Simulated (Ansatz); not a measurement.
# AlH3O2: the cost of one run

Program: Ansatz 0.2.0. Level of theory: RKS B3LYP-D4/def2-SVP. These are calculated values, not measurements.

## (1) The system as given

Bond lengths: Al1–H2 1.560 Å, Al1–O3 1.780 Å, O3–H4 1.010 Å, Al1–O5 1.780 Å, O5–H6 1.010 Å. Angles: H2–Al1–O3 120.0°, H2–Al1–O5 120.0°, O3–Al1–O5 120.0°, Al1–O3–H4 109.5°, Al1–O5–H6 109.5°.

As a file:

```xyz
6

Al    0.0000    0.0000    0.0000
H     0.0000    0.0000    1.5600
O     1.5415    0.0000   -0.8900
H     1.8414   -0.9519   -1.0449
O    -1.5415    0.0000   -0.8900
H    -2.0512   -0.8467   -0.6815
```

## (2) Preparing the start

input.yaml

```yaml
crystal:
  periodic: [false, false, false]
  atoms:
    - { symbol: Al, position_ang: [0.0, 0.0, 0.0] }
    - { symbol: H, position_ang: [0.0, 0.0, 1.56] }
    - { symbol: O, position_ang: [1.5415, 0.0, -0.89] }
    - { symbol: H, position_ang: [1.8414, -0.9519, -1.0449] }
    - { symbol: O, position_ang: [-1.5415, 0.0, -0.89] }
    - { symbol: H, position_ang: [-2.0512, -0.8467, -0.6815] }
basis:
  gaussian: { orbitals: def2-SVP }
hamiltonian:
  xc: b3lyp
  dispersion: d4
relax:
  f_tol: 0.02
  max_steps: 40
```

Command:

```bash
$ ansatz run input.yaml --threads 1 --pin off --max-ram 2048MiB --backend cpu --events-out ev --progress --plain --runs-dir out
```

Q: Estimate wall time and peak memory on 1 thread of Arm Neoverse V1, shared host.

About 11 s, with a peak of 0.094 GiB.
